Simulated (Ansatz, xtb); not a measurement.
Molecule: singlet silylene, SiH2 (charge 0, singlet). SMILES: [SiH2]
Structure (B3LYP-D3(BJ)/def2-TZVP (Ansatz, a first-principles code) minimum search):
```xyz
3

Si     0.0052     0.0009     0.1327
H     -0.0342     1.0849    -0.9366
H     -0.0389    -1.0973    -0.9218
```

Harmonic wavenumbers from GFN2-xTB (xtb, at its own minimum), cm⁻¹: 945, 2045, 2077.

Question: Give the harmonic wavenumbers at B3LYP-D3(BJ)/def2-TZVP (Ansatz, finite differences of forces, unscaled).

Answer: 1021, 2036, 2036 cm⁻¹. Zero-point energy 7.3 kcal/mol.

Question: From these and the geometry, give the ideal-gas thermochemistry at 298.15 K and 1 atm (rigid rotor, harmonic oscillator).

Answer: Point group C2v, rotational symmetry number 2. Rotational constants 237.9, 210.6, 111.7 GHz. S(trans) 36.14, S(rot) 13.34, S(vib) 0.09, S(elec, spin only) 0.00, S 49.6 cal/(mol K). H(298) - H(0) 2.39 kcal/mol; G - E(el) -5.1 kcal/mol.
